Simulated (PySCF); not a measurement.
Dimethyl carbonate, C3H6O3.
SMILES with atom numbers: `[CH3:1][O:2][C:3](=[O:4])[O:5][CH3:6]` (hydrogens: H7, H8, H9 on C1; H10, H11, H12 on C6)

Method: PBE0-D3(BJ)/def2-SVP geometry optimisation, gas phase in PySCF 2.14.0; density fitting, grid level 1; the optimiser is geomeTRIC in internal coordinates, started from an MMFF94s structure.

Step 1: E = -9333.0499 eV
```
atom  x, y, z in Å  |  force x, y, z in eV/Å
C1      2.3069    0.0586    0.1428    0.022  -0.083   0.053
O2      1.0874   -0.5632    0.5098    0.653  -0.053   0.091
C3     -0.0003    0.0024    0.0242    0.000  -0.156   0.021
O4     -0.0399    0.9564   -0.6985   -0.003   0.427  -0.277
O5     -1.0381   -0.6787    0.4695   -0.657  -0.120   0.065
C6     -2.3014   -0.1880    0.0552   -0.015  -0.082   0.053
H7      2.3557    1.0851    0.5354    0.002   0.012  -0.030
H8      3.1060   -0.5481    0.5862   -0.028   0.007   0.009
H9      2.4276    0.0906   -0.9505   -0.047   0.015   0.014
H10    -3.0491   -0.8764    0.4679    0.029   0.007   0.012
H11    -2.3822   -0.1653   -1.0421    0.045   0.019   0.019
H12    -2.4725    0.8267    0.4443   -0.001   0.008  -0.030
```

Step 2: E = -9333.0518 eV
```
atom  x, y, z in Å  |  force x, y, z in eV/Å
C1      2.3175    0.0614    0.1384   -0.057  -0.018  -0.011
O2      1.1088   -0.5688    0.5194   -0.230  -0.237   0.139
C3     -0.0012   -0.0137    0.0417    0.263   0.217  -0.032
O4     -0.0168    0.9569   -0.6689   -0.285  -0.016  -0.050
O5     -1.0627   -0.6860    0.4784    0.278   0.012  -0.011
C6     -2.3165   -0.1879    0.0514    0.041   0.010  -0.022
H7      2.3624    1.0912    0.5227   -0.002   0.007  -0.014
H8      3.1260   -0.5373    0.5741   -0.017  -0.010   0.011
H9      2.4173    0.0911   -0.9565    0.004   0.016  -0.001
H10    -3.0718   -0.8707    0.4581    0.013   0.001   0.005
H11    -2.3777   -0.1668   -1.0465   -0.007   0.011  -0.006
H12    -2.4852    0.8305    0.4317    0.000   0.008  -0.007
```

Task: Estimate the geometry and energy of step 3. (The exact step hangs on the optimiser's Hessian estimate; all steps are aligned on step 2, rigid shifts and turns removed.)

Result: E = -9333.0585 eV, largest force 0.170 eV/Å
```
atom  x, y, z in Å  |  force x, y, z in eV/Å
C1      2.3175    0.0575    0.1410   -0.023  -0.002  -0.017
O2      1.1042   -0.5650    0.5170   -0.168   0.000  -0.026
C3     -0.0001   -0.0015    0.0342   -0.013   0.125   0.002
O4     -0.0424    0.9681   -0.6781    0.048  -0.127   0.059
O5     -1.0542   -0.6805    0.4757    0.122  -0.025   0.012
C6     -2.3117   -0.1895    0.0526    0.030  -0.007  -0.010
H7      2.3675    1.0871    0.5255    0.003   0.008  -0.007
H8      3.1200   -0.5467    0.5800   -0.003   0.000   0.003
H9      2.4217    0.0873   -0.9535    0.011   0.010  -0.007
H10    -3.0614   -0.8762    0.4622    0.004   0.000   0.005
H11    -2.3764   -0.1688   -1.0451   -0.010   0.010  -0.006
H12    -2.4847    0.8283    0.4327   -0.001   0.007  -0.008
```

The energy changes by -0.0067 eV. The first-order estimate −F·Δx gives -0.0134 eV and the mean of the old and new forces, exact on a quadratic surface, -0.0068 eV. The step makes an angle of 60° with the force vector and moves no atom by more than 0.029 Å.

What follows is the cost of the whole optimisation. Time: 28 s; peak memory 0.46 GiB. Hardware: one thread, Intel Xeon Platinum 8488C (x86_64) (shared host).
